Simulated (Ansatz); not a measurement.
A made-up structure of SiNH2S, doublet:

```
5
angstrom
N -1.2696 -0.0271 0.0759
Si 0.4142 0.0593 0.1147
S 1.3668 0.6843 1.7245
H 0.8970 -1.0241 -0.6661
H 1.1482 -0.3531 -1.1080
```

It is relaxed with PBE-D4/def2-SVP and then PBE0-D4/def2-TZVP (Ansatz 0.2.0). Atoms count as bonded within 1.22 times the sum of their covalent radii (H–H: 0.88 Å). The end point is not checked to be a true minimum.

(1) Does its bonding change? (Judge from chemistry; the calculation decides.)

## Answers

(1) Computed: Yes. Formed: none; broken: Si2–H4, Si2–H5.

Where it ends: The first stage lowers the energy by 2.15 eV in 21 steps. It ends as a complex of SiNS + H₂:
```
5
angstrom
N -1.2436 -0.1525 0.0441
Si 0.0724 0.3350 0.8813
S 1.5767 0.9359 1.9167
H 0.7109 -0.9379 -1.4265
H 1.4403 -0.8412 -1.2744
```

For scale, one of the runs: PBE0-D4/def2-TZVP relaxation, 117 basis functions, launched by `ansatz run in.yaml --threads 2 --pin off --events-out ev --progress --plain --max-ram 4352MiB`. The run took about 2.8 min on 2 CPU threads of an Intel Xeon Platinum 8259CL (shared host).
